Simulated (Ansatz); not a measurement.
A nudged elastic band was laid between two geometries of BH₄N (6 atoms, charge 0, multiplicity 1).

Method: RKS CAM-B3LYP-D4/def2-SVPD in Ansatz.

* movable images: 5
* climbing image: yes
* spring: 5.0 eV/Å²
* optimiser: quadratic models (default)
* start path: through a guess of the saddle point
* force threshold: 0.03 eV/Å
* iteration limit: 60
* end points: relaxed

Initial state:

```xyz
6
Properties=species:S:1:pos:R:3
B 0.141 0.000 0.081
H 0.187 -0.508 1.171
H 1.107 0.508 -0.424
N -1.060 0.000 -0.612
H -1.909 -0.409 -0.247
H -1.168 0.409 -1.530
```

Final state:

```xyz
6
Properties=species:S:1:pos:R:3
B -2.433 0.512 0.099
H 1.380 -0.618 0.762
H 1.681 -0.055 0.347
N -1.386 0.151 -0.707
H -0.445 0.002 -0.353
H -1.499 0.008 -1.707
```

Q: Which bonds break or form, and what moves?

A: Bonds broken: B1–H2, B1–H3. Bonds formed: H2–H3. BH4N becomes BH2N + H2.

Q: What energy profile does the band end with?

A: The forces met the threshold. The highest image is number 1 of 0 to 6, 4.18 eV above the first end and 0.58 eV above the last; the last end lies 3.60 eV above the first. Neighbouring images differ by up to 4.2 eV, so the band resolves the path poorly. A vibrational analysis at the climbing image gives one clearly imaginary mode, 889i cm⁻¹: a first-order saddle point. The orbitals stay closed-shell, which can raise the energy where a bond breaks towards radicals; this wasn't checked here.

| image | path coordinate (Å) | energy (eV) | B1–H2 (Å) | B1–H3 (Å) | H2–H3 (Å) |
| --- | --- | --- | --- | --- | --- |
| 0 | 0.00 | 0.00 | 1.20 | 1.20 | 2.10 |
| 1 | 1.37 | 4.18 | 1.32 | 1.66 | 0.92 |
| 2 | 2.84 | 3.63 | 2.68 | 3.23 | 0.76 |
| 3 | 4.30 | 3.63 | 3.04 | 3.74 | 0.76 |
| 4 | 5.76 | 3.63 | 3.07 | 3.78 | 0.76 |
| 5 | 7.22 | 3.62 | 3.20 | 3.76 | 0.76 |
| 6 | 8.69 | 3.60 | 4.03 | 4.16 | 0.76 |

Q: What is the geometry of the highest image?

A: 
```xyz
6
Properties=species:S:1:pos:R:3
B -0.385 -0.322 0.523
H 0.894 -0.053 0.687
H 0.980 0.333 -0.148
N -1.160 -0.044 -0.594
H -2.134 -0.316 -0.567
H -0.897 0.402 -1.461
```

Run time: 59 s on 2 threads of AMD EPYC 9R45 96-Core Processor (Zen 5), with other jobs on the host, peak memory 0.17 GiB.
